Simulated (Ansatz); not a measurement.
`CC(F)CCF` → 4 C• + 2 F• + 8 H•  (atomization)

Computed with Ansatz on PBE0-D4/def2-TZVP structures; ΔE is electronic, products minus reactants. CCSD(T)/CBS adds triple-zeta CCSD(T) − MP2 to the extrapolated MP2 energy (def2 sets, frozen cores). This one scheme is used for every species, atoms too. For atomizations the MP2-based limit and the directly extrapolated one differ by several kJ/mol either way, and by 10 to 25 for some Ge, Se and Sn compounds, so smaller differences from it don't rank the levels. Functionals use def2-TZVPP. B3LYP here is the variant with VWN-RPA as its local correlation; programs differ in this. Open shells (•) are unrestricted, without spin–orbit coupling. Spin–orbit coupling would lower the free atoms: a little for C, F. One conformer a species, not always the lowest.

What is ΔE at CCSD(T)/CBS? (Estimate.)

Ansatz gave: +5531.0 kJ/mol.

What do these levels give: BLYP-D4, r2SCAN-D4, B97M-V, PBE0-D4, B3LYP-D4, BHLYP-D4, r2SCAN, LC-ωPBE, CCSD(T)/def2-SVP, MP2/def2-TZVPP, SCS-MP2/def2-QZVPP, HF/CBS(def2)? (An estimate is asked.)

Ansatz gave: BLYP-D4 5516.4, r2SCAN-D4 5545.8, B97M-V 5533.2, PBE0-D4 5562.7, B3LYP-D4 5526.8, BHLYP-D4 5369.9, r2SCAN 5539.8, LC-ωPBE 5543.4, CCSD(T)/def2-SVP 5309.8, MP2/def2-TZVPP 5496.0, SCS-MP2/def2-QZVPP 5536.6, HF/CBS(def2) 4115.4 kJ/mol.

Largest T1 diagnostic among the species: 0.010.

At CCSD(T), def2-SVP lies −221.2 kJ/mol from the extrapolated value and def2-TZVPP −124.2 kJ/mol: correlation converges slowly with the basis, and small sets miss more of it in the bonded molecule than in its fragments. In def2-TZVPP, CCSD(T) changes the Hartree–Fock value by +1296.7 kJ/mol (the triples alone add +72.4 kJ/mol) and MP2 by +1386.0 kJ/mol; breaking electron pairs costs correlation energy, which Hartree–Fock lacks.
